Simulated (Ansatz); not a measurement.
A nudged elastic band was laid between two geometries of BH5NSi (8 atoms, charge 0, multiplicity 2).

The calculation used UKS BHLYP/def2-SVP (Ansatz 0.2.0).

```yaml
movable_images: 5
climbing_image: yes
spring: 5.0 eV/Å²
optimiser: quadratic models (default)
start_path: through a guess of the saddle point
force_threshold: 0.03 eV/Å
iteration_limit: 60
end_points: relaxed
```

Image 0:

```xyz
8
Properties=species:S:1:pos:R:3
B -0.463 1.048 -0.718
N -0.281 0.253 0.420
Si 0.259 -1.413 0.479
H -0.185 0.601 -1.798
H -0.894 2.163 -0.604
H -0.549 0.665 1.302
H 1.004 -1.710 -0.766
H 1.108 -1.607 1.684
```

Image 6:

```xyz
8
Properties=species:S:1:pos:R:3
B -0.333 1.346 -1.045
N -0.072 0.321 -0.209
Si 0.257 -1.023 0.817
H -0.322 1.166 -2.239
H -0.576 2.441 -0.599
H -0.854 -1.224 1.772
H 0.385 -2.208 -0.062
H 1.515 -0.820 1.566
```

Question: Which bonds break or form, and what moves?

Answer: Bonds broken: N2–H6. Bonds formed: Si3–H6.

Question: Give the energies along the band, and the barrier.

Answer: It converged. The highest image is number 3 of 0 to 6, 234.6 kJ/mol above the first end and 187.4 kJ/mol above the last; the last end lies 47.1 kJ/mol above the first. Neighbouring images differ by up to 2.2 eV, so the band resolves the path poorly. A vibrational analysis at the climbing image gives one clearly imaginary mode, 2064i cm⁻¹: a first-order saddle point.

| image | path coordinate (Å) | energy (kJ/mol) | N2–H6 (Å) | Si3–H6 (Å) |
| --- | --- | --- | --- | --- |
| 0 | 0.00 | 0.0 | 1.01 | 2.38 |
| 1 | 1.06 | 5.8 | 1.01 | 2.37 |
| 2 | 2.11 | 26.5 | 1.01 | 2.24 |
| 3 | 3.17 | 234.6 | 1.41 | 1.59 |
| 4 | 4.01 | 63.0 | 2.32 | 1.48 |
| 5 | 4.85 | 47.2 | 2.58 | 1.48 |
| 6 | 5.69 | 47.1 | 2.63 | 1.48 |

Question: What is the geometry of the highest image?

Answer: 
```xyz
8
Properties=species:S:1:pos:R:3
B -0.314 1.309 -0.853
N 0.013 0.176 -0.146
Si 0.329 -1.222 0.760
H 0.361 1.606 -1.806
H -1.251 1.996 -0.538
H -0.811 -0.138 0.959
H 0.097 -2.510 0.075
H 1.577 -1.217 1.550
```

Run time: 2.9 min on 2 threads of Intel(R) Xeon(R) Platinum 8488C (Sapphire Rapids), with other jobs on the host, peak memory 0.19 GiB.
